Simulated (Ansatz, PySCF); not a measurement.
Molecule: C$_{2}$H$_{2}$Cl, charge 0, multiplicity 2. SMILES: ClC=[CH]
Geometry from a B3LYP-D3(BJ)/def2-TZVP (Ansatz, a quantum-chemistry and plane-wave program) optimisation:
```xyz
5

C     -0.1833     0.8222    -0.0020
C      0.9594     1.4291    -0.0049
Cl    -0.3251    -0.9452     0.0029
H     -1.1502     1.3059    -0.0022
H      2.0196     1.2545    -0.0056
```
Charge 0, spin multiplicity 2.

Quantity: size of the dipole moment, in D. Terms: UHF or UKS for open shells; 6-311+G** with 5d, 6d on Na to Ar in Ansatz; 6-31G* and kin with 6d, 5d where marked; no dispersion term unless named; no spin-orbit coupling; non-relativistic. First-principles rows: single points at B3LYP-D3(BJ) geometries (Ansatz).

| level | program | size of the dipole moment (D) |
|---|---|---|
| PBE/6-311+G** | Ansatz | 0.94 |
| BP86/def2-SVP | PySCF | 0.79 |
| B3LYP/6-31G | Ansatz | 1.37 |
| B3LYP/6-31G* | Ansatz | 1.21 |
| B3LYP/6-31G** | Ansatz | 1.22 |
| M06-2X/6-31G* (5d) | PySCF | 1.36 |

No value to compare with is used here. The 6 habitual levels span 0.79 (BP86/def2-SVP) to 1.37 D (B3LYP/6-31G).

The levels are drawn from those run, B3LYP/6-31G* more often than the rest, none by its result; runs whose electronic state is in doubt are left out.
